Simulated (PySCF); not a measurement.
Gas-phase reaction: HBNH → BH + NH

Method: PySCF energies (xtb for GFN2) plus ideal-gas RRHO corrections (1 bar). † marks an energy on the PBE0/def2-TZVP geometry and frequencies; other levels use their own. MP2 freezes the core. Open shells (unrestricted): NH (multiplicity 3); the rest are closed-shell singlets. GFN2 has no spin-polarisation term. B3LYP is the form with VWN-RPA correlation. HBNH: computed as isolated molecules; such fragments, hydroxides, amides, oligomers or adducts are transient or little studied in the gas. MP2 isn't extrapolated to the basis-set limit.

| level | ΔH°(298 K), kJ |
|---|---|
| B3LYP/def2-TZVP† | 757 |
| GFN2-xTB | 1044 |
| M06-2X/def2-TZVP† | ___ |
| MP2/def2-TZVPP† | 788 |
| PBE/def2-SVP | 811 |
| PBE0/def2-QZVP† | 766 |
| PBE0/def2-SVP† | ___ |
| PBE0/def2-TZVP | 764 |
| r2SCAN/def2-TZVP† | ___ |
| ωB97X-V/def2-TZVP† | ___ |

Question: Fill in the missing entries.

Answer: 
- M06-2X/def2-TZVP†, ΔH°(298 K), kJ: 765
- PBE0/def2-SVP†, ΔH°(298 K), kJ: 781
- r2SCAN/def2-TZVP†, ΔH°(298 K), kJ: 773
- ωB97X-V/def2-TZVP†, ΔH°(298 K), kJ: 756
